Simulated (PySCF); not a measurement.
**C3H6O3: electronic structure in real space**

For C3H6O3, the scripts below pull one bond apart with RHF, UHF and CASSCF, see where an electron leaves and enters and compute its lowest excited states.

Computed with PySCF 2.14.0. Level: levels as typed in each script, gas phase, geometry from GFN2-xTB.

## (1) The starting structure

SMILES `COCC(=O)O`, 12 atoms, charge 0, spin multiplicity 1.

Bond lengths: C1–O2 1.412 Å, C1–H7 1.092 Å, C1–H8 1.088 Å, C1–H9 1.097 Å, O2–C3 1.396 Å, C3–C4 1.521 Å, C3–H10 1.094 Å, C3–H11 1.103 Å, C4–O5 1.198 Å, C4–O6 1.341 Å, O6–H12 0.971 Å. Angles: O2–C1–H7 111.7°, O2–C1–H8 105.9°, O2–C1–H9 110.8°, H7–C1–H8 109.5°, H7–C1–H9 109.4°, H8–C1–H9 109.5°, C1–O2–C3 114.5°, O2–C3–C4 114.9°, O2–C3–H10 106.5°, O2–C3–H11 111.7°, C4–C3–H10 107.9°, C4–C3–H11 107.4°, H10–C3–H11 108.2°, C3–C4–O5 126.9°, C3–C4–O6 110.3°, O5–C4–O6 122.8°, C4–O6–H12 110.3°.

Geometry (Å):

```xyz
12
charge 0, multiplicity 1
C     2.0640    0.4098    0.4050
O     1.4193   -0.4627   -0.4991
C     0.1727   -0.9225   -0.0700
C    -0.9267    0.1285   -0.0522
O    -0.8071    1.2983   -0.2827
O    -2.0998   -0.4305    0.2770
H     1.5113    1.3440    0.5271
H     3.0399    0.6197   -0.0268
H     2.1916   -0.0684    1.3843
H    -0.1260   -1.7097   -0.7683
H     0.2263   -1.3608    0.9406
H    -2.8024    0.2398    0.2846
```

## (2) Stretching a bond (6-31g*)

input.py reads:

```python
import numpy as np
from pyscf import gto, scf, mcscf

mol = gto.M(atom='''
C      2.06398     0.40978     0.40502
O      1.41933    -0.46273    -0.49910
C      0.17269    -0.92247    -0.07002
C     -0.92671     0.12851    -0.05218
O     -0.80708     1.29830    -0.28266
O     -2.09980    -0.43051     0.27696
H      1.51128     1.34402     0.52713
H      3.03994     0.61968    -0.02677
H      2.19159    -0.06838     1.38427
H     -0.12601    -1.70971    -0.76828
H      0.22630    -1.36076     0.94065
H     -2.80243     0.23979     0.28457
''', basis='6-31g*', charge=0, spin=0, verbose=4)
# stretch the bond between atoms 6 and 12, from long to short, fragments rigid
a, b, move = 5, 11, [11]
xyz = mol.atom_coords(unit='Angstrom')
u = xyz[b] - xyz[a]
r0 = np.linalg.norm(u)
rows, last, dm_u = [], None, None
for r in [2.72, 2.13, 1.75, 1.5, 1.31, 1.16, 1.07, 0.97, 0.89]:
    new = xyz.copy()
    new[move] += u / r0 * (r - r0)
    m = mol.set_geom_(new, unit='Angstrom', inplace=False)
    rhf = scf.RHF(m).density_fit(auxbasis='def2-universal-jkfit').run()
    uhf = scf.UHF(m).density_fit(auxbasis='def2-universal-jkfit').newton()
    if dm_u is None:
        c = rhf.mo_coeff
        h = m.nelectron // 2 - 1
        ca, cb = c.copy(), c.copy()
        ca[:, h], cb[:, h] = (c[:, h] + c[:, h + 1]) / 2**.5, (c[:, h] - c[:, h + 1]) / 2**.5
        dm_u = np.array([x[:, :h + 1] @ x[:, :h + 1].T for x in (ca, cb)])
    uhf.kernel(dm0=dm_u)
    for _ in range(3):
        c, _, stable, _ = uhf.stability(return_status=True)
        if stable:
            break
        uhf.kernel(c, uhf.mo_occ)
    dm_u = uhf.make_rdm1()
    mc = mcscf.CASSCF(rhf, 2, 2)
    mc.natorb = True
    mc.fix_spin_(ss=0)
    guess = mcscf.addons.make_natural_orbitals(uhf)[1] if last is None else mcscf.project_init_guess(mc, last.mo_coeff, last.mol)
    mc.kernel(guess)
    last = mc
    act = slice(mc.ncore, mc.ncore + mc.ncas)
    print('r %.3f  RHF %.6f  UHF %.6f  <S^2> %.3f  CASSCF %.6f  occupations' % (r, rhf.e_tot, uhf.e_tot, uhf.spin_square()[0], mc.e_tot), mc.mo_occ[act].round(4))
    rows.append((new, rhf.e_tot, uhf.e_tot, uhf.spin_square()[0], mc.e_tot, mc.mo_occ[act], mc.mo_coeff[:, act], dm_u[0] - dm_u[1], rhf.converged and uhf.converged and mc.converged))
    np.savez('result.npz', **{k: [row[i] for row in rows] for i, k in enumerate('xyz rhf uhf s2 cas occ c spin ok'.split())})
```

Launch:

```
> OMP_NUM_THREADS=1 python input.py
```

## (4) Removing and adding an electron (wB97X/def2-svpd)

input.py reads:

```python
import numpy as np
from pyscf import gto, scf, dft
from pyscf.scf import atom_ks, atom_hf
from scipy.linalg import block_diag

def solve(mol, dm0=None, hcore=None):
    mf = (dft.UKS if mol.spin else dft.RKS)(mol, xc='wb97x')
    mf.grids.level = 3
    mf = mf.density_fit(auxbasis='def2-universal-jkfit')
    mf.conv_tol, mf.max_cycle = 1e-8, 80
    if hcore is not None:
        mf.get_hcore = lambda *args: hcore
    mf.kernel(dm0)
    if not mf.converged:
        mf = mf.newton().run(mf.mo_coeff, mf.mo_occ, max_cycle=30)
    assert mf.converged, 'SCF not converged'
    return mf

mol = gto.M(atom='''
C      2.06398     0.40978     0.40502
O      1.41933    -0.46273    -0.49910
C      0.17269    -0.92247    -0.07002
C     -0.92671     0.12851    -0.05218
O     -0.80708     1.29830    -0.28266
O     -2.09980    -0.43051     0.27696
H      1.51128     1.34402     0.52713
H      3.03994     0.61968    -0.02677
H      2.19159    -0.06838     1.38427
H     -0.12601    -1.70971    -0.76828
H      0.22630    -1.36076     0.94065
H     -2.80243     0.23979     0.28457
''', basis='def2-svpd', charge=0, spin=0, verbose=4)
mf = solve(mol)
out = dict(e0=mf.e_tot, dm0=mf.make_rdm1(), c=mf.mo_coeff, occ=mf.mo_occ, eps=mf.mo_energy)
for name, dq, spin in [('cation', 1, 1), ('anion', -1, 1)]:
    ion = mol.copy().set(charge=mol.charge + dq, spin=spin).build()
    mi = solve(ion)
    if spin and dq > 0 and mol.nao < 130:
        c, _, stable, _ = mi.stability(return_status=True)
        if not stable:
            mi = solve(ion, mi.make_rdm1(c, mi.mo_occ))
    print(name, 'vertical energy change / eV', (mi.e_tot - mf.e_tot) * 27.211386)
    out.update({'e_' + name: mi.e_tot, 'dm_' + name: mi.make_rdm1(), 's2_' + name: mi.spin_square()[0], 'eps_' + name: mi.mo_energy, 'occ_' + name: mi.mo_occ})
# spherically averaged free atoms, for the promolecule
atm = atom_ks.get_atm_nrks(mol, xc='wb97x')
pro = block_diag(*[(atm[a[0]][2] * atm[a[0]][3]) @ atm[a[0]][2].T for a in mol._atom])
np.savez('result.npz', pro=pro, **out)
```

## (6) Excited states (LC-wPBE/6-31+g*)

input.py reads:

```python
import numpy as np
from pyscf import gto, scf, dft, tdscf
from pyscf.scf import atom_ks, atom_hf
from scipy.linalg import block_diag

def solve(mol, dm0=None, hcore=None):
    mf = (dft.UKS if mol.spin else dft.RKS)(mol, xc='lc_wpbe')
    mf.grids.level = 3
    mf = mf.density_fit(auxbasis='def2-universal-jkfit')
    mf.conv_tol, mf.max_cycle = 1e-8, 80
    if hcore is not None:
        mf.get_hcore = lambda *args: hcore
    mf.kernel(dm0)
    if not mf.converged:
        mf = mf.newton().run(mf.mo_coeff, mf.mo_occ, max_cycle=30)
    assert mf.converged, 'SCF not converged'
    return mf

mol = gto.M(atom='''
C      2.06398     0.40978     0.40502
O      1.41933    -0.46273    -0.49910
C      0.17269    -0.92247    -0.07002
C     -0.92671     0.12851    -0.05218
O     -0.80708     1.29830    -0.28266
O     -2.09980    -0.43051     0.27696
H      1.51128     1.34402     0.52713
H      3.03994     0.61968    -0.02677
H      2.19159    -0.06838     1.38427
H     -0.12601    -1.70971    -0.76828
H      0.22630    -1.36076     0.94065
H     -2.80243     0.23979     0.28457
''', basis='6-31+g*', charge=0, spin=0, verbose=4)
mf = solve(mol)
td = mf.TDA()
td.nstates, td.singlet, td.conv_tol = 5, True, 1e-5
td.kernel()
td.analyze()
x, y = np.array([p[0] for p in td.xy]), np.array([p[1] + 0 * p[0] for p in td.xy])
f, mu = td.oscillator_strength(), td.transition_dipole()
nto = [td.get_nto(state=i + 1, verbose=4) for i in range(len(td.e))]
# spherically averaged free atoms, for the promolecule
atm = atom_ks.get_atm_nrks(mol, xc='lc_wpbe')
pro = block_diag(*[(atm[a[0]][2] * atm[a[0]][3]) @ atm[a[0]][2].T for a in mol._atom])
np.savez('result.npz', e=td.e, f=f, ok=td.converged, w=[n[0] for n in nto], nto=[n[1] for n in nto], x=x, y=y, c=mf.mo_coeff, occ=mf.mo_occ, eps=mf.mo_energy, pro=pro, mu=mu)
```

(Steps that only read results are left out.)

Before running it: what results should come out? Wanted: vertical ionisation energy; lowest singlet excitation.

**Answer**, as computed:

```
                                             quantity           value
cost of the stretch to 2.7 Å, CASSCF and RHF (6-31g*)  4.3 and 8.5 eV
         vertical ionisation energy (wB97X/def2-svpd)        10.14 eV
          lowest singlet excitation (LC-wPBE/6-31+g*)         5.94 eV
```

What this shows: RHF rises too steeply at long distance, since it keeps both electrons in one orbital and so mixes in ionic fragments. The ionisation energy from two SCF runs, 10.14 eV, lies 0.0 eV above −ε(HOMO) = 10.14 eV of the same level, wB97X/def2-svpd. The geometry was not optimised at these levels.
